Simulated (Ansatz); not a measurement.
System: hydrogen isocyanide, CHN, net charge 0, singlet state. 
Coordinates optimised at B3LYP-D3(BJ)/def2-TZVP (Ansatz, a program for electronic structure):
```xyz
3

C      0.0000     0.0000    -0.7364
N      0.0000     0.0000     0.4276
H      0.0000     0.0000     1.4250
```

Basis-set convergence of Hartree-Fock and CCSD correlation energies (hartree) with Ansatz. Correlated levels leave the core frozen unless marked. No spin-orbit coupling. Non-relativistic.

```
basis        functions      E(HF)  E(corr, CCSD)
-----------  ---------  ---------  -------------
def2-SVPD           48  -92.78902       -0.29595
def2-TZVPPD         91  -92.89661       -0.34141
def2-QZVPPD        159  -92.90033       -0.35911
```

Extrapolating the two largest sets (X = 3 and 4) as X^-3: E(corr) = (64·(-0.35911) - 27·(-0.34141))/37 = -0.3720 Eh, an estimate of the basis-set limit. The largest set recovers 96.5 % of it, the smallest 79.6 %.
